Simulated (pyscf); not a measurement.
Single points on ωB97X-D3(BJ)/def2-SVP structures (PySCF, gas phase).

SMILES: [OH][In]([O]C)[OH]
```xyz
10

C     -2.0529    -0.1373    -1.4980
O     -1.4479     1.0516    -1.0529
In     0.4863     1.4063    -1.3003
O      1.2242     3.1135    -0.6081
O      1.6653     0.1027    -2.2194
H     -1.9048    -0.3215    -2.5801
H     -1.6881    -1.0326    -0.9574
H     -3.1412    -0.0684    -1.3224
H      0.5415     3.6559    -0.1942
H      2.5745     0.4229    -2.2711
```

Q: How much does it cost (ΔH, 298 K, ωB97M-D3(BJ)/def2-TZVP) to split `[CH3][O][In]([OH])[OH]` at its In–O bond into H₃C–O• + [HO–In–OH]•?

A: In–O to H₃C–O• + [HO–In–OH]•: 2.86 eV. The 7 functionals that were run give +2.63 (r²SCAN) to +2.99 eV (ωB97X-D3(BJ)). The radicals are drawn with the spin at the cut bond; how far it spreads was not checked. H₃C–O• lies 0.30 eV over its isomer •H₂C–OH, and others may lie lower still (electronic energy, ωB97M-D3(BJ)). Other isomers of [HO–In–OH]• were not searched in full and may lie lower. Elements past Kr carry the def2 core potentials, without spin-orbit coupling.
